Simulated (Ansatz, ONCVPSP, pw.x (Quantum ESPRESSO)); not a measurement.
# Equation-of-state test of one ONCV potential (platinum (Pt))

ONCVPSP 4.0.1.1 (patched build) input, shortened (lines: element, Z, core and valence counts, functional; n l f; lmax; l rc ep ncon nbas qcut; lloc lpopt rc5 dvloc0; l nproj debl; icmod fcfact rcfact), PBEsol, scalar-relativistic:

```
  Pt 78.00   10    4  -116133      upf
    1    0    2.00
    2    0    2.00
    2    1    6.00
    3    0    2.00
    3    1    6.00
    3    2   10.00
    4    0    2.00
    4    1    6.00
    4    2   10.00
    4    3   14.00
    5    0    2.00
    5    1    6.00
    5    2    9.00
    6    0    1.00
    2
    0    1.75    0.00    4    8    8.60
    1    1.40    0.00    3    7   11.70
    2    2.15    0.00    3    7    6.30
    4    5    1.00    3.00
    0    2    0.80
    1    1    0.40
    2    1    1.80
    1    0.75    0.00
```

Atomic tests: cutoffs needed: 44 Ha and 51 Ha (the cutoffs (Ha) at which the residual kinetic energy of the hardest occupied pseudo-wave falls to 1 and 0.1 mHa per electron); ghost test: no bound ghost flagged; GHOST(+) flagged for s at 91.9 eV; largest excitation error: +55 meV (all-electron minus pseudo) for 5s2 5p6 5d8 6s1 6p1, out of 4 test configurations.

Crystal test: bcc Pt in pw.x 7.5, no spin, 15³ k-points, Fermi–Dirac smearing 0.01 Ry, cutoffs 120/480 Ry. The reference is all-electron LAPW (Ansatz 0.2.0) with the same functional, mesh and smearing; V0 and B0 come from Birch–Murnaghan fits to the pressures at five volumes. Errors are pseudo minus all-electron; Δ is the rms difference of the E(V) curves that follow from these fits, minima aligned, over ±6 % about the mean V0. Mesh and smearing are coarse, so the numbers serve the comparison and aren't converged zero-temperature values; the lattice is a test structure that the element need not adopt.

```json
{"V (Å³/atom)": "14.538", "P all-electron (GPa)": "14.14", "P pseudo (GPa)": "8.77"}
{"V (Å³/atom)": "14.920", "P all-electron (GPa)": "5.68", "P pseudo (GPa)": "0.77"}
{"V (Å³/atom)": "15.303", "P all-electron (GPa)": "-1.52", "P pseudo (GPa)": "-6.04"}
{"V (Å³/atom)": "15.686", "P all-electron (GPa)": "-7.65", "P pseudo (GPa)": "-11.80"}
{"V (Å³/atom)": "16.068", "P all-electron (GPa)": "-12.86", "P pseudo (GPa)": "-16.70"}
```

All-electron: a0 = 3.122 Å (V0 = 15.22 Å³/atom), B0 = 273.8 GPa.

Pseudopotential: mean pressure error (GPa): -4.56; a0 (Å): 3.104; a0 error (%): -0.56; B0 error (%): +3.5; Δ (meV/atom): 15.7. This is a poor potential for the solid.

Task: At the middle volume, how do free energy and pressure move when the wave cutoff is lowered (ecutrho kept at four times it)?

Result:

| cutoff (Ry) | shift of F (meV/atom) | shift of P (GPa) |
| --- | --- | --- |
| 54 | +4336.8 | -124.56 |
| 72 | +847.6 | -44.51 |
| 96 | +30.7 | -3.41 |

The run at the middle volume (120 k-points, 8 iterations) took about 96 s on one core of a shared host (Neoverse-N1, 64 threads, 124 GiB, load 52).
